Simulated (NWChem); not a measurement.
Species: oxygen (O2, triplet); SMILES O=O

Results from NWChem. Pople sets run with spherical d functions. Spin-unrestricted. No stability test was run on the SCF state. Each level has its own optimisation; frequencies are unscaled.

```json
[
 {"level": "PBE0/def2-TZVP", "r O–O (Å)": "1.193", "highest harmonic frequency (cm⁻¹)": "1714", "zero-point energy (kcal/mol)": "2.4"},
 {"level": "UHF/6-31G*", "r O–O (Å)": "1.167", "highest harmonic frequency (cm⁻¹)": "1998", "zero-point energy (kcal/mol)": "2.9"},
 {"level": "PBE/def2-SVP", "r O–O (Å)": "1.214", "highest harmonic frequency (cm⁻¹)": "1610", "zero-point energy (kcal/mol)": "2.3"},
 {"level": "PBE0/def2-SVP", "r O–O (Å)": "1.188", "highest harmonic frequency (cm⁻¹)": "1774", "zero-point energy (kcal/mol)": "2.5"}
]
```
